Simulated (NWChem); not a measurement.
System: pyrrole (C$_{4}$H$_{5}$N); SMILES c1cc[nH]c1

Here is an NWChem input.

```
start job
memory heap 200 mb stack 900 mb global 1100 mb
geometry units angstroms noautoz
  C      0.707947    -0.986020     0.000000
  C     -0.713602    -0.981953     0.000000
  C     -1.118268     0.336322     0.000000
  N      0.003176     1.116063     0.000000
  C      1.120140     0.329923     0.000000
  H      1.359933    -1.857496     0.000000
  H     -1.370562    -1.849686     0.000000
  H     -2.113367     0.775729     0.000000
  H      0.006067     2.125810     0.000000
  H      2.117736     0.763634     0.000000
end
basis spherical
  * library def2-tzvp
end
dft
  xc b3lyp
  iterations 150
  semidirect filesize 400000000
  mulliken
end
task dft energy
```

NWChem printed, in part:

```
             Northwest Computational Chemistry Package (NWChem) 7.3.0
             --------------------------------------------------------

 C2V symmetry detected

                             Geometry "geometry" -> ""
                             -------------------------

 Output coordinates in angstroms (scale by  1.889725989 to convert to a.u.)

  No.       Tag          Charge          X              Y              Z
 ---- ---------------- ---------- -------------- -------------- --------------
    1 C                    6.0000     0.00000000     0.71077741    -0.98288118
    2 C                    6.0000     0.00000000    -0.71077741    -0.98288118
    3 C                    6.0000     0.00000000    -1.11920857     0.33423320
    4 N                    7.0000     0.00000000     0.00000000     1.11717690
    5 C                    6.0000     0.00000000     1.11920857     0.33423320
    6 H                    1.0000     0.00000000     1.36525308    -1.85248924
    7 H                    1.0000     0.00000000    -1.36525308    -1.85248924
    8 H                    1.0000     0.00000000    -2.11556014     0.77079398
    9 H                    1.0000     0.00000000     0.00000000     2.12692804
   10 H                    1.0000     0.00000000     2.11556014     0.77079398

 Effective nuclear repulsion energy (a.u.)     161.0198503307

      Symmetry information
      --------------------

 Group name             C2v
 Group number             16
 Group order               4
 No. of unique centers     6

                                 NWChem DFT Module
                                 -----------------

 Summary of "ao basis" -> "ao basis" (spherical)
 ------------------------------------------------------------------------------
       Tag                 Description            Shells   Functions and Types
 ---------------- ------------------------------  ------  ---------------------
 C                         def2-tzvp                11       31   5s3p2d1f
 N                         def2-tzvp                11       31   5s3p2d1f
 H                         def2-tzvp                 4        6   3s1p

      Symmetry analysis of basis
      --------------------------

        a1         70
        a2         25
        b1         30
        b2         60

            General Information
            -------------------
          SCF calculation type: DFT
          Wavefunction type:  closed shell.
          No. of atoms     :    10
          No. of electrons :    36
           Alpha electrons :    18
            Beta electrons :    18
          Charge           :     0
          Spin multiplicity:     1
          Use of symmetry is: on ; symmetry adaption is: on
          Maximum number of iterations: 150
          AO basis - number of functions:   185
                     number of shells:    75
          Convergence on energy requested:  1.00D-06
          Convergence on density requested:  1.00D-05
          Convergence on gradient requested:  5.00D-04

              XC Information
              --------------
                         B3LYP Method XC Potential
                     Hartree-Fock (Exact) Exchange  0.200
                        Slater Exchange Functional  0.800 local
                    Becke 1988 Exchange Functional  0.720 non-local
              Lee-Yang-Parr Correlation Functional  0.810
                  VWN I RPA Correlation Functional  0.190 local

             Grid Information
             ----------------
          Grid used for XC integration:  medium
          Radial quadrature: Mura-Knowles
          Angular quadrature: Lebedev.
          Tag              B.-S. Rad. Rad. Pts. Rad. Cut. Ang. Pts.
          ---              ---------- --------- --------- ---------
          C                   0.70       49          10.0       434
          N                   0.65       49          10.0       434
          H                   0.35       45          12.0       434
          Grid pruning is: on
          Number of quadrature shells:   282
          Spatial weights used:  Erf1

      Superposition of Atomic Density Guess
      -------------------------------------

 Sum of atomic energies:        -207.49591062

      Non-variational initial energy
      ------------------------------

 Total energy =    -211.129533
 1-e energy   =    -596.708195
 2-e energy   =     224.558812
 HOMO         =      -0.243498
 LUMO         =       0.044883

      Symmetry analysis of molecular orbitals - initial
      -------------------------------------------------

  Numbering of irreducible representations:

     1 a1          2 a2          3 b1          4 b2

  Orbital symmetries:

     1 a1          2 a1          3 b2          4 a1          5 b2
     6 a1          7 a1          8 b2          9 a1         10 b2
    11 a1         12 b1         13 a1         14 b2         15 b2
    16 a1         17 b1         18 a2         19 b1         20 a2
    21 a1         22 a1         23 b2         24 a1         25 b2
    26 a1         27 b2         28 a1

------------------------------------------------------------
EAF file 0: "./job.aoints.0" size=253231104 bytes
------------------------------------------------------------
               write      read    awrite     aread      wait
               -----      ----    ------     -----      ----
     calls:      483         0         0         0         0
   data(b): 2.53e+08  0.00e+00  0.00e+00  0.00e+00
   time(s): 0.00e+00  0.00e+00  0.00e+00  0.00e+00  0.00e+00
rate(mb/s): 0.00e+00  0.00e+00
------------------------------------------------------------

     ---------------------------------------------
      Total Density - Mulliken Population Analysis
     ---------------------------------------------

    Atom       Charge   Shell Charges
 -----------   ------   -------------------------------------------------------
    1 C    6     6.33   0.86  1.12  0.57  0.61  0.09  1.26  1.37  0.38  0.02  0.06  0.01
    2 C    6     6.33   0.86  1.12  0.57  0.61  0.09  1.26  1.37  0.38  0.02  0.06  0.01
    3 C    6     6.03   0.86  1.12  0.56  0.59  0.09  1.17  1.18  0.35  0.02  0.07  0.01
    4 N    7     7.28   0.82  1.16  0.55  0.78  0.13  1.50  1.75  0.53  0.01  0.06  0.00
    5 C    6     6.03   0.86  1.12  0.56  0.59  0.09  1.17  1.18  0.35  0.02  0.07  0.01
    6 H    1     0.83   0.23  0.45  0.12  0.02
    7 H    1     0.83   0.23  0.45  0.12  0.02
    8 H    1     0.82   0.23  0.44  0.12  0.02
    9 H    1     0.69   0.22  0.35  0.08  0.03
   10 H    1     0.82   0.23  0.44  0.12  0.02

   convergence    iter        energy       DeltaE   RMS-Dens  Diis-err
 ---------------- ----- ----------------- --------- --------- ---------
 d= 0,ls=0.0,diis     1   -210.1865821867 -3.71D+02  3.68D-03  7.34D-01
 d= 0,ls=0.0,diis     2   -210.2164933001 -2.99D-02  3.12D-03  2.79D-01
 d= 0,ls=0.0,diis     3   -210.2192598985 -2.77D-03  1.37D-03  2.67D-01
 d= 0,ls=0.0,diis     4   -210.2525212879 -3.33D-02  2.19D-04  4.63D-03
 d= 0,ls=0.0,diis     5   -210.2529397629 -4.18D-04  6.60D-05  6.33D-04
  Resetting Diis
 d= 0,ls=0.0,diis     6   -210.2530053512 -6.56D-05  1.34D-05  2.48D-05
 d= 0,ls=0.0,diis     7   -210.2530075604 -2.21D-06  1.06D-05  3.95D-06
 d= 0,ls=0.0,diis     8   -210.2530071961  3.64D-07  6.22D-06  7.29D-06

         Total DFT energy =     -210.253007196092
      One electron energy =     -601.366706658983
           Coulomb energy =      260.611708955380
    Exchange-Corr. energy =      -30.517859823163
 Nuclear repulsion energy =      161.019850330674

 Numeric. integr. density =       35.999987609909

                  Occupations of the irreducible representations
                  ----------------------------------------------

                     irrep           alpha         beta
                     --------     --------     --------
                     a1                9.0          9.0
                     a2                1.0          1.0
                     b1                2.0          2.0
                     b2                6.0          6.0

                       DFT Final Molecular Orbital Analysis
                       ------------------------------------

 Vector   16  Occ=2.000000D+00  E=-3.752121D-01  Symmetry=a1
              MO Center= -2.4D-17, -3.5D-15, -6.1D-01, r^2= 2.6D+00
   Bfn.  Coefficient  Atom+Function         Bfn.  Coefficient  Atom+Function
  ----- ------------  ---------------      ----- ------------  ---------------
     7      0.283926   1 C  py               38     -0.283926   2 C  py
    10      0.194441   1 C  py               41     -0.194441   2 C  py
    70     -0.137765   3 C  pz              132     -0.137765   5 C  pz
   169     -0.110344   8 H  s               181     -0.110344  10 H  s
   157      0.101356   6 H  s               163      0.101356   7 H  s

 Vector   17  Occ=2.000000D+00  E=-2.478561D-01  Symmetry=b1
              MO Center=  9.4D-16,  1.7D-14, -3.2D-01, r^2= 2.4D+00
   Bfn.  Coefficient  Atom+Function         Bfn.  Coefficient  Atom+Function
  ----- ------------  ---------------      ----- ------------  ---------------
    99      0.270394   4 N  px                6     -0.245785   1 C  px
    37     -0.245785   2 C  px              102      0.232680   4 N  px
   105      0.221820   4 N  px                9     -0.209370   1 C  px
    40     -0.209370   2 C  px               12     -0.146556   1 C  px
    43     -0.146556   2 C  px               71     -0.031162   3 C  px

[...]
```

Level: B3LYP/def2-TZVP. The geometry was optimised at PBE0/def2-SVP.
